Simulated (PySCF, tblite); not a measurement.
**C₆H₇ radical: geometry, infrared bands and EPR parameters**

Wanted: the infrared bands and EPR parameters of C₆H₇ radical (`C=[C][C@H]1C=C1C`), by calculation.

Computed with tblite 0.8.0 and PySCF 2.14.0, with density-fitted response routines of our own, on a single molecule in the gas phase. Atoms are numbered from 0 throughout.

## (1) The molecule as given

13 atoms, charge 0, multiplicity 2; geometry from: force field or distance geometry start.

Bonds of the start (Å): C0–C1 1.36, C1–C2 1.48, C2–C3 1.50, C3–C4 1.35, C4–C5 1.50, C4–C2 1.50, C0–H6 1.09, C0–H7 1.09, C2–H8 1.10, C3–H9 1.07, C5–H10 1.10, C5–H11 1.10, C5–H12 1.12.

## (2) Optimising the geometry with GFN2-xTB

The job: settings as JSON, then the geometry in Å.

```
{"job": {"kind": "relax", "xc": "GFN2-xTB", "basis": "xTB"}, "charge": 0, "multiplicity": 2}
C      2.336200    -0.957000    -0.356600
C      1.504100    -0.114300    -1.029500
C      0.617600     0.733300    -0.198900
C     -0.446200     1.559300    -0.859400
C     -0.845800     0.419000    -0.253400
C     -1.981900    -0.501200     0.082500
H      2.311500    -0.979300     0.736300
H      3.021000    -1.605400    -0.903500
H      1.050700     1.161600     0.714400
H     -0.779200     2.415600    -1.403500
H     -2.458800    -0.940800    -0.808800
H     -1.630800    -1.312300     0.733600
H     -2.702900     0.122100     0.667900
```

Launch:

```sh
OMP_NUM_THREADS=1 python probes_run.py task.json out
```

The driver reads the jobs from task.json and runs them one after another.

**Question.** This job is followed by: GFN2-xTB harmonic vibrations, gas phase; UKS B3LYP, pcH-1 on C H, non-relativistic, mean-field spin-orbit, GIAO. Predict these results of the whole session: strongest single infrared mode (GFN2-xTB); zero-point energy (GFN2-xTB); g(iso) (B3LYP); ⟨S²⟩; largest a(iso) (averaged by class); potential on the surface of density 0.002 e/bohr³, 1st and 99th percentile.

As calculated:

```
                                                                  quantity                 value
                                 strongest single infrared mode (GFN2-xTB)  2936 cm⁻¹, 70 km/mol
                                              zero-point energy (GFN2-xTB)         63.0 kcal/mol
                                                            g(iso) (B3LYP)               2.00210
                                                                      ⟨S²⟩    0.759 (exact 0.75)
                                        largest a(iso) (averaged by class)  13C on C1, 216.1 MHz
potential on the surface of density 0.002 e/bohr³, 1st and 99th percentile    -0.92 V and 1.01 V
```

In words: The optimisation took 132 steps and gained 0.712 eV; among the close pairs (by a distance rule), C0–C1 changed most, from 1.362 to 1.295 Å. No mode is imaginary among the 33: a minimum at this level. The strongest single mode, at 2936 cm⁻¹, moves mainly H8. Unscaled tight-binding wavenumbers are off by several per cent, some by more. Its intensities can rank the bands wrongly. C1 carries the largest spin population, 0.92 e. The isotropic g lies 0.2 ppt below the free-electron value. The conformer search found further structures of the same energy, which may be mirror or relabelled copies of this one.
